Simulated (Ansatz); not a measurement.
For zinc-blende AgI (metastable phase), PBE-D3(BJ) in Ansatz (PAW) gives:

```
Quantity                                Result
------------------------------  --------------
equilibrium lattice constant a         6.500 Å
formation enthalpy              -0.149 eV/atom
```

What does HSE06 (plane waves, PAW; Ansatz, a program for electronic structure) give for the same quantities?


- lattice constant a: 6.618 Å (grows by 1.8 %)
- formation enthalpy: -0.423 eV/atom (moves by -0.274 eV/atom)

For comparison: lattice constant a 6.499 Å (measured, temperature not stated, no zero-point or thermal correction; as tabulated in Jana et al. (2018), arXiv:1803.03840).

Changes are worked out from the printed values.

Unless a cell is named, each level is at its own relaxed cell (PBE-D3(BJ) 34.33, HSE06 36.23 Å³/atom).

Levels without +SOC leave out spin–orbit coupling, which shifts energies and cells of such heavy elements.

Caveats: exact exchange on metals is sensitive to the k mesh and can open a false gap (HSE06). Ansatz's density-functional and Hartree–Fock values are scalar-relativistic unless marked +SOC, with PAW data made under PBE.
